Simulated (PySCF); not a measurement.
chlorine (Cl₂), SMILES ClCl.

Geometry: B3LYP-D3(BJ)/def2-TZVPD.

Two levels are set side by side: TDA-PBE/def2-TZVPD (PySCF) and TDA-M06-2X/def2-TZVPD (PySCF). Vertical, same geometry. The lowest singlet is HOMO−1→LUMO 100 % with PBE and HOMO−1→LUMO 98 % with the other functional; states are paired by order. Differences are taken from unrounded values.

```csv
quantity,TDA-PBE
lowest singlet excitation (eV),3.39
lowest triplet excitation (TDA) (eV),2.50
```

Problem. These are the TDA-PBE values. What does TDA-M06-2X give? (An estimate is asked for; the answer gives what the named calculation found.)

Solution. 
```tsv
quantity	TDA-M06-2X	TDA-PBE minus TDA-M06-2X
lowest singlet excitation (eV)	3.56	-0.18
lowest triplet excitation (TDA) (eV)	2.81	-0.31
```

Functionals without exact exchange tend to place singlet excitations lower, as here. Differences between two approximate levels are no errors against the true value.

Rough cost on one machine, each run with all the roots and properties that it gave: TDA-M06-2X against TDA-PBE about 6 times.
